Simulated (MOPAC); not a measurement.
Input file for MOPAC: AM1 on HF (SMILES F).

```
AM1 1SCF PRECISE CHARGE=0 THREADS=1
FH

F     -1.45719500 1     0.01925700 1    -0.00001100 1
H     -0.53931000 1    -0.09466400 1     0.00014500 1
```

Program output:

```
*******************************************************************************
 **                                                                           **
 **                              MOPAC v23.2.5                                **
 **                                                                           **
 *******************************************************************************
 ** MOPAC's Digital Object Identifier: https://doi.org/10.5281/zenodo.6511958 **
 **                                                                           **
 ** Please cite the open-source release paper for use of this MOPAC version:  **
 ** J. E. Moussa and J. J. P. Stewart (2026)                                  **
 ** MOPAC: An open-source semiempirical molecular orbital program             **
 ** J. Open Source Softw., 11(119), 8025, https://doi.org/10.21105/joss.08025 **
 *******************************************************************************

                              AM1 CALCULATION RESULTS

 *******************************************************************************
 *  AM1        - The AM1 Hamiltonian to be used
 *
 *
 *
 *                 CHARGE ON SYSTEM = 0
 *
 *
 *
 *  PRECISE    - TIGHTER CRITERIA TO BE USED
 *  1SCF       - DO 1 SCF AND THEN STOP
 *  THREADS=1  - MULTI-THREADING NOT USED
 *  T=         - A TIME OF 172800.0 SECONDS REQUESTED
 *  DUMP=N     - RESTART FILE WRITTEN EVERY 7200.0 SECONDS REQUESTED
 *******************************************************************************
AM1 1SCF PRECISE CHARGE=0 THREADS=1
 FH

   ATOM   CHEMICAL          X               Y               Z
  NUMBER   SYMBOL      (ANGSTROMS)     (ANGSTROMS)     (ANGSTROMS)

     1       F         -1.45719500  *   0.01925700  *  -0.00001100  *
     2       H         -0.53931000  *  -0.09466400  *   0.00014500  *



          CARTESIAN COORDINATES

    NO.       ATOM           X           Y           Z

     1         F         -1.4572      0.0193     -0.0000
     2         H         -0.5393     -0.0947      0.0001

  H: (AM1): M.J.S. DEWAR ET AL, J. AM. CHEM. SOC. 107 3902-3909 (1985)
  F: (AM1): M.J.S. DEWAR AND E. G. ZOEBISCH, THEOCHEM, 180, 1 (1988).

           Empirical Formula: H F  =     2 atoms



      MOLECULAR POINT GROUP   :   C*v


      RHF CALCULATION, NO. OF DOUBLY OCCUPIED LEVELS = 4


 -------------------------------------------------------------------------------
 AM1 1SCF PRECISE CHARGE=0 THREADS=1
 FH



     1SCF WAS SPECIFIED, SO BFGS WAS NOT USED
     SCF FIELD WAS ACHIEVED


                              AM1 CALCULATION
                                                       MOPAC v23.2.5 Linux




          FINAL HEAT OF FORMATION =        -68.03908 KCAL/MOL =    -284.67551 KJ/MOL


          COSMO AREA              =         39.50 SQUARE ANGSTROMS
          COSMO VOLUME            =         23.14 CUBIC ANGSTROMS

          IONIZATION POTENTIAL    =         13.978129 EV
          HOMO LUMO ENERGIES (EV) =        -13.978  5.512
          NO. OF FILLED LEVELS    =          4
          MOLECULAR WEIGHT        =         20.0063         POINT GROUP:  C*v

          MOLECULAR DIMENSIONS (Angstroms)

            Atom       Atom       Distance
            H     2    F     1     0.92493
            H     2    F     1     0.00000
            F     1    H     2     0.00000


          SCF CALCULATIONS        =          1





   ATOM   CHEMICAL          X               Y               Z
  NUMBER   SYMBOL      (ANGSTROMS)     (ANGSTROMS)     (ANGSTROMS)

     1       F         -1.45719500  *   0.01925700  *  -0.00001100  *
     2       H         -0.53931000  *  -0.09466400  *   0.00014500  *

                             CARTESIAN COORDINATES

   1    F       -1.457195000     0.019257000    -0.000011000
   2    H       -0.539310000    -0.094664000     0.000145000


           Empirical Formula: H F  =     2 atoms



      MOLECULAR POINT GROUP   :   C*v


                  EIGENVALUES
 -48.04744 -17.08072 -13.97813 -13.97813   5.51171


              NET ATOMIC CHARGES AND DIPOLE CONTRIBUTIONS

  ATOM NO.   TYPE          CHARGE      No. of ELECS.   s-Pop       p-Pop
    1          F          -0.279793        7.2798     1.90059     5.37920
    2          H           0.279793        0.7202     0.72021
 DIPOLE           X         Y         Z       TOTAL
 POINT-CHG.     1.234    -0.153     0.000     1.243
 HYBRID         0.519    -0.064     0.000     0.523
 SUM            1.753    -0.218     0.000     1.766


          ATOMIC ORBITAL ELECTRON POPULATIONS

     Atom    s        px        py        pz
    1  F   1.90059   1.38862   1.99058   2.00000
    2  H   0.72021

 **********************
 *                    *
 * JOB ENDED NORMALLY *
 *                    *
 **********************




 == MOPAC DONE ==
```

The run finished.

Cost: about 0.020 core-seconds (a rough figure).
